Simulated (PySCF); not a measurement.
CHO, charge +1, multiplicity 1. Atoms are numbered in the order given.

```xyz
3

C      0.0000     0.0000     0.5201
O      0.0000     0.0000    -0.5931
H      0.0000     0.0000     1.6248
```
Charge +1, spin multiplicity 1.

Coordinates come from a PBE-D3(BJ)/def2-TZVPD optimisation. The isomer is the one that the SMILES or the coordinates give; other isomers of the formula were not compared.

Computed with PBE-D3(BJ)/def2-TZVPD in PySCF 2.14.0.

Frequencies are harmonic and unscaled.

Modes within 1.5 cm⁻¹ of each other (mostly degenerate sets) share a row, with their intensities summed.

```json
[
 {"mode": "1–2", "ν (cm⁻¹)": "830", "IR (km/mol)": "36.4", "moving atoms (share of kinetic energy)": "H 72 %, C 24 %"},
 {"mode": "3", "ν (cm⁻¹)": "2184", "IR (km/mol)": "96.5", "moving atoms (share of kinetic energy)": "O 42 %, C 38 %, H 20 %"},
 {"mode": "4", "ν (cm⁻¹)": "3140", "IR (km/mol)": "212.7", "moving atoms (share of kinetic energy)": "H 77 %, C 20 %"}
]
```
